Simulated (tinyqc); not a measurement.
Worked calculation (part 2 of 2): RHF in the sto-6g basis, for BH3, spin multiplicity 1. Computed by tinyqc, a small Python program that keeps every step (integrals from PySCF). Command: `OMP_NUM_THREADS=1 python tinyqc.py 20874 20875 out.jsonl` (the two numbers bound the seeds that draw the settings). One thread of a shared host (Intel(R) Xeon(R) Processor @ 2.60GHz), about 0.2 s of CPU time with the checks.

Geometry (angstrom):

| atom | x | y | z |
|---|---|---|---|
| B | 0.000000 | 0.000000 | 0.021000 |
| H | 1.400000 | 0.000000 | 0.000000 |
| H | -0.700000 | 1.212000 | 0.000000 |
| H | -0.700000 | -1.212000 | 0.000000 |

## Iteration 1: diagonalisation and new density

Fock matrix F (hartree), lower triangle:
```
            1B 1s      1B 2s     1B 2px     1B 2py    1B 2pz      2H 1s      3H 1s      4H 1s
1B 1s   -7.385326
1B 2s   -2.087640  -1.100911
1B 2px   0.000011   0.000084   0.077923
1B 2py   0.000000   0.000000   0.000000   0.077894
1B 2pz   0.000329   0.003095  -0.000002   0.000000  0.203322
2H 1s   -0.350125  -0.463672  -0.240444   0.000000  0.003982  -0.256495
3H 1s   -0.350424  -0.463920   0.120310  -0.208282  0.003985  -0.121019  -0.256672
4H 1s   -0.350424  -0.463920   0.120310   0.208282  0.003985  -0.121019  -0.121126  -0.256672
```

X:
```
                1          2          3          4          5          6          7          8
1B 1s   -0.393964   0.000000  -0.000593   0.936729   0.104671   0.000000   0.000168   0.218388
1B 2s    1.219740   0.000000   0.001398  -0.018466   0.012208   0.000000   0.000290   0.499872
1B 2px  -0.001466   0.000000   1.006246   0.000023  -0.000001   0.000000   0.598926  -0.000273
1B 2py   0.000000   1.006281   0.000000   0.000000   0.000000   0.598953   0.000000   0.000000
1B 2pz  -0.017407   0.000000  -0.000017  -0.114936   0.993279   0.000000  -0.000002  -0.007037
2H 1s   -0.587619   0.000000  -0.872048  -0.220606  -0.024711   0.000000   0.461232   0.296278
3H 1s   -0.589489  -0.754734   0.435034  -0.220469  -0.024696   0.399290  -0.230385   0.296614
4H 1s   -0.589489   0.754734   0.435034  -0.220469  -0.024696  -0.399290  -0.230385   0.296614
```

Diagonalise F' = X^T F X, C = X C', fill 4 alpha and 4 beta electrons from the bottom; D = 2 C_occ C_occ^T. Each column has its largest component positive (the first on a tie).

F' = X^T F X (hartree), lower triangle:
```
           1         2         3          4          5          6          7          8
1   0.214879
2   0.000000  0.557194
3  -0.000727  0.000000  0.557128
4   1.003926  0.000000  0.001890  -6.055165
5   0.109497  0.000000  0.000210  -0.725724   0.119104
6   0.000000  0.149577  0.000000   0.000000   0.000000  -0.214523
7  -0.000016  0.000000  0.149567  -0.001577  -0.000186   0.000000  -0.214526
8   0.244660  0.000000  0.000472  -2.452639  -0.290470   0.000000  -0.000834  -1.763300
```

orbital energies (hartree): MO1 -7.388168, MO2 -0.686333, MO3 -0.242501, MO4 -0.242501, MO5 0.203111, MO6 0.386906, MO7 0.585105, MO8 0.585171

coefficients C:
```
              MO1        MO2        MO3        MO4        MO5        MO6        MO7        MO8
1B 1s    0.993869  -0.228404  -0.000034   0.000000  -0.009852  -0.226448   0.000225   0.000000
1B 2s    0.023770   0.677223   0.000176   0.000000   0.046309   1.129950  -0.001257   0.000000
1B 2px  -0.000003  -0.000063   0.403711   0.000000   0.000009   0.000892   1.099210   0.000000
1B 2py   0.000000   0.000000   0.000000  -0.403734   0.000000   0.000000   0.000000   1.099248
1B 2pz  -0.000100  -0.002055   0.000001   0.000000   0.998880  -0.048998   0.000036   0.000000
2H 1s   -0.002850   0.248633   0.613499   0.000000  -0.022361  -0.649859  -0.771060   0.000000
3H 1s   -0.002851   0.248791  -0.306644  -0.531244  -0.022348  -0.648956   0.386584  -0.668458
4H 1s   -0.002851   0.248791  -0.306644   0.531244  -0.022348  -0.648956   0.386584   0.668458
```

D after iteration 1, lower triangle:
```
            1B 1s      1B 2s     1B 2px     1B 2py     1B 2pz      2H 1s      3H 1s     4H 1s
1B 1s    2.079887
1B 2s   -0.262112   0.918392
1B 2px  -0.000005   0.000057   0.325964
1B 2py   0.000000   0.000000   0.000000   0.326002
1B 2pz   0.000741  -0.002788   0.000001   0.000000   0.000008
2H 1s   -0.119285   0.336840   0.495321   0.000000  -0.001020   0.876416
3H 1s   -0.119297   0.336731  -0.247622   0.428962  -0.001023  -0.252520   0.876311
4H 1s   -0.119297   0.336731  -0.247622  -0.428962  -0.001023  -0.252520  -0.252569  0.876311
```

Within a degenerate level the vectors are fixed only up to a rotation; this is one choice.

## Iteration 2: building the Fock matrix

core Hamiltonian H = T + V (hartree), lower triangle:
```
             1B 1s      1B 2s     1B 2px     1B 2py     1B 2pz      2H 1s      3H 1s      4H 1s
1B 1s   -13.578505
1B 2s    -3.378463  -4.492026
1B 2px    0.000011   0.000089  -3.785501
1B 2py    0.000000   0.000000   0.000000  -3.785504
1B 2pz    0.000635   0.005713  -0.000001   0.000000  -3.652969
2H 1s    -0.551919  -1.471364  -1.433939   0.000000   0.022382  -2.785769
3H 1s    -0.552394  -1.472183   0.717493  -1.242260   0.022398  -0.237173  -2.786316
4H 1s    -0.552394  -1.472183   0.717493   1.242260   0.022398  -0.237173  -0.237435  -2.786316
```

nuclear repulsion = 6.32494104 hartree

Given earlier and not repeated: Two-electron integrals (ij|kl) in chemists' order.

J_ij = sum D_kl (ij|kl), K_ij = sum D_kl (ik|jl); F = H + J - 0.5 K; E = tr D H + tr D J / 2 - 0.25 tr D K + E_nn.

Coulomb J (hartree), lower triangle:
```
            1B 1s      1B 2s     1B 2px     1B 2py     1B 2pz     2H 1s     3H 1s     4H 1s
1B 1s    8.899544
1B 2s    1.747285   4.064556
1B 2px  -0.000012  -0.000072   4.116709
1B 2py   0.000000   0.000000   0.000000   4.116694
1B 2pz  -0.001071  -0.007530   0.000001   0.000000   3.960260
2H 1s    0.288666   1.328803   1.409615   0.000000  -0.022302  3.072817
3H 1s    0.288917   1.329536  -0.705329   1.221200  -0.022318  0.201354  3.073260
4H 1s    0.288917   1.329536  -0.705329  -1.221200  -0.022318  0.201354  0.201582  3.073260
```

exchange K (hartree), lower triangle:
```
            1B 1s      1B 2s     1B 2px     1B 2py     1B 2pz     2H 1s     3H 1s     4H 1s
1B 1s    5.918742
1B 2s    1.002327   1.238234
1B 2px  -0.000004  -0.000111   0.896061
1B 2py   0.000000   0.000000   0.000000   0.896143
1B 2pz  -0.000214  -0.008751   0.000004   0.000000   0.240867
2H 1s    0.174555   0.606688   0.659079   0.000000  -0.007103  1.191003
3H 1s    0.174704   0.606941  -0.329692   0.570912  -0.007109  0.073786  1.191156
4H 1s    0.174704   0.606941  -0.329692  -0.570912  -0.007109  0.073786  0.073892  1.191156
```

Fock matrix F (hartree), lower triangle:
```
            1B 1s      1B 2s     1B 2px     1B 2py    1B 2pz      2H 1s      3H 1s      4H 1s
1B 1s   -7.638332
1B 2s   -2.132342  -1.046588
1B 2px   0.000001   0.000073  -0.116823
1B 2py   0.000000   0.000000   0.000000  -0.116882
1B 2pz  -0.000329   0.002559  -0.000002   0.000000  0.186858
2H 1s   -0.350530  -0.445905  -0.353864   0.000000  0.003632  -0.308453
3H 1s   -0.350829  -0.446117   0.177011  -0.306516  0.003635  -0.072712  -0.308633
4H 1s   -0.350829  -0.446117   0.177011   0.306516  0.003635  -0.072712  -0.072799  -0.308633
```

total energy of this density = -26.21546392 hartree

## Iteration 2: diagonalisation and new density

As before.

F' = X^T F X (hartree), lower triangle:
```
           1         2         3          4          5          6          7          8
1   0.268612
2   0.000000  0.544135
3  -0.000622  0.000000  0.544084
4   1.048808  0.000000  0.001969  -6.268282
5   0.115774  0.000000  0.000221  -0.748788   0.099939
6   0.000000  0.102501  0.000000   0.000000   0.000000  -0.410350
7   0.000062  0.000000  0.102480  -0.001627  -0.000192   0.000000  -0.410313
8   0.276947  0.000000  0.000550  -2.540792  -0.300461   0.000000  -0.000754  -1.744099
```

orbital energies (hartree): MO1 -7.640284, MO2 -0.634522, MO3 -0.421233, MO4 -0.421193, MO5 0.186741, MO6 0.444233, MO7 0.554965, MO8 0.555019

coefficients C:
```
              MO1        MO2        MO3        MO4        MO5        MO6        MO7        MO8
1B 1s    0.995018  -0.220868   0.000000  -0.000064  -0.007103  -0.228967   0.000356   0.000000
1B 2s    0.019859   0.659698   0.000000   0.000260   0.032245   1.140828  -0.001919   0.000000
1B 2px  -0.000002  -0.000132   0.000000   0.489346   0.000003   0.001452   1.063854   0.000000
1B 2py   0.000000   0.000000   0.489357   0.000000   0.000000   0.000000   0.000000   1.063897
1B 2pz  -0.000018  -0.001870   0.000000   0.000002   0.999420  -0.036371   0.000052   0.000000
2H 1s   -0.003176   0.258611   0.000000   0.550588  -0.014036  -0.646683  -0.816777   0.000000
3H 1s   -0.003178   0.258845   0.476746  -0.275157  -0.014027  -0.644995   0.409985  -0.708357
4H 1s   -0.003178   0.258845  -0.476746  -0.275157  -0.014027  -0.644995   0.409985   0.708357
```

D after iteration 2, lower triangle:
```
            1B 1s      1B 2s     1B 2px     1B 2py     1B 2pz      2H 1s      3H 1s     4H 1s
1B 1s    2.077685
1B 2s   -0.251891   0.871192
1B 2px  -0.000007   0.000080   0.478920
1B 2py   0.000000   0.000000   0.000000   0.478941
1B 2pz   0.000791  -0.002469   0.000002   0.000000   0.000007
2H 1s   -0.120628   0.341370   0.538788   0.000000  -0.000966   0.740074
3H 1s   -0.120630   0.341250  -0.269362   0.466598  -0.000969  -0.169095   0.740017
4H 1s   -0.120630   0.341250  -0.269362  -0.466598  -0.000969  -0.169095  -0.169129  0.740017
```

## Iteration 11 (converged): orbitals

converged F (hartree), lower triangle:
```
            1B 1s      1B 2s     1B 2px     1B 2py    1B 2pz      2H 1s      3H 1s      4H 1s
1B 1s   -7.538418
1B 2s   -2.112826  -0.992550
1B 2px   0.000001   0.000072  -0.108599
1B 2py   0.000000   0.000000   0.000000  -0.108648
1B 2pz  -0.000353   0.003063  -0.000003   0.000000  0.239094
2H 1s   -0.348108  -0.436948  -0.353137   0.000000  0.003681  -0.294468
3H 1s   -0.348404  -0.437144   0.176650  -0.305881  0.003684  -0.078185  -0.294631
4H 1s   -0.348404  -0.437144   0.176650   0.305881  0.003684  -0.078185  -0.078273  -0.294631
```

As before.

F' = X^T F X (hartree), lower triangle:
```
           1         2         3          4          5          6          7          8
1   0.313656
2   0.000000  0.572731
3  -0.000603  0.000000  0.572671
4   1.024069  0.000000  0.001929  -6.182904
5   0.113238  0.000000  0.000216  -0.745192   0.152580
6   0.000000  0.095661  0.000000   0.000000   0.000000  -0.400578
7   0.000078  0.000000  0.095644  -0.001609  -0.000190   0.000000  -0.400556
8   0.301080  0.000000  0.000589  -2.513824  -0.296966   0.000000  -0.000744  -1.711851
```

orbital energies (hartree): MO1 -7.540629, MO2 -0.603882, MO3 -0.409891, MO4 -0.409866, MO5 0.238978, MO6 0.477012, MO7 0.581983, MO8 0.582044

coefficients C:
```
              MO1        MO2        MO3        MO4        MO5        MO6        MO7        MO8
1B 1s    0.994679  -0.214592   0.000000  -0.000064  -0.007836  -0.236267   0.000399   0.000000
1B 2s    0.021128   0.624031   0.000000   0.000254   0.035062   1.160618  -0.002111   0.000000
1B 2px  -0.000002  -0.000144   0.000000   0.498617   0.000005   0.001598   1.059540   0.000000
1B 2py   0.000000   0.000000   0.498631   0.000000   0.000000   0.000000   0.000000   1.059582
1B 2pz  -0.000018  -0.002308   0.000000   0.000001   0.999358  -0.037997   0.000058   0.000000
2H 1s   -0.003297   0.278479   0.000000   0.543433  -0.014612  -0.638474  -0.821471   0.000000
3H 1s   -0.003298   0.278709   0.470541  -0.271568  -0.014601  -0.636596   0.412455  -0.712494
4H 1s   -0.003298   0.278709  -0.470541  -0.271568  -0.014601  -0.636596   0.412455   0.712494
```

D after iteration 11, lower triangle:
```
            1B 1s      1B 2s     1B 2px     1B 2py     1B 2pz      2H 1s      3H 1s     4H 1s
1B 1s    2.070871
1B 2s   -0.225792   0.779721
1B 2px  -0.000005   0.000074   0.497238
1B 2py   0.000000   0.000000   0.000000   0.497265
1B 2pz   0.000955  -0.002881   0.000002   0.000000   0.000011
2H 1s   -0.126146   0.347696   0.541850   0.000000  -0.001284   0.745762
3H 1s   -0.126144   0.347569  -0.270897   0.469252  -0.001287  -0.139907   0.745695
4H 1s   -0.126144   0.347569  -0.270897  -0.469252  -0.001287  -0.139907  -0.139939  0.745695
```

## Convergence

Stop when the energy changes by less than 1e-10 hartree and every element of the error matrix X^T (F D S - S D F) X is below 3e-06.

Course of the cycle:

| iteration | E (hartree) | change | largest element of the error matrix |
|---|---|---|---|
| 1 | -25.86894303 | - | 7.02e-01 |
| 2 | -26.21546392 | -3.47e-01 | 1.54e-01 |
| 3 | -26.24264592 | -2.72e-02 | 4.25e-02 |
| 4 | -26.24420909 | -1.56e-03 | 9.81e-03 |
| 5 | -26.24434274 | -1.34e-04 | 3.37e-03 |
| 6 | -26.24435492 | -1.22e-05 | 9.77e-04 |
| 7 | -26.24435604 | -1.12e-06 | 3.02e-04 |
| 8 | -26.24435615 | -1.04e-07 | 9.11e-05 |
| 9 | -26.24435616 | -9.55e-09 | 2.77e-05 |
| 10 | -26.24435616 | -8.82e-10 | 8.41e-06 |
| 11 | -26.24435616 | -8.14e-11 | 2.56e-06 |

PySCF RHF in the same basis = -26.24435616 hartree

Converged in 11 iterations.

## Populations, bond orders and dipole

overlap S, lower triangle:
```
           1B 1s     1B 2s     1B 2px     1B 2py     1B 2pz     2H 1s     3H 1s     4H 1s
1B 1s   1.000000
1B 2s   0.264891  1.000000
1B 2px  0.000000  0.000000   1.000000
1B 2py  0.000000  0.000000   0.000000   1.000000
1B 2pz  0.000000  0.000000   0.000000   0.000000   1.000000
2H 1s   0.042962  0.373972   0.411943   0.000000  -0.006179  1.000000
3H 1s   0.042999  0.374144  -0.206098   0.356845  -0.006183  0.059439  1.000000
4H 1s   0.042999  0.374144  -0.206098  -0.356845  -0.006183  0.059439  0.059505  1.000000
```

Mulliken: Z minus the diagonal of D S on the atom; Loewdin: the same with S^(1/2) D S^(1/2); Mayer order: 2 sum_s sum (D(s) S)_ij (D(s) S)_ji over the two atoms.

Charges (e):

| atom | Mulliken | Loewdin |
|---|---|---|
| 1B | 0.230874 | 0.220654 |
| 2H | -0.076958 | -0.073554 |
| 3H | -0.076958 | -0.073550 |
| 4H | -0.076958 | -0.073550 |

Mayer bond orders:

| pair | order |
|---|---|
| 2-1 | 0.977546 |
| 3-1 | 0.977553 |
| 3-2 | 0.008266 |
| 4-1 | 0.977553 |
| 4-2 | 0.008266 |
| 4-3 | 0.008259 |

dipole moment about the origin, x y z (debye): 0.000042  0.000000  0.055099
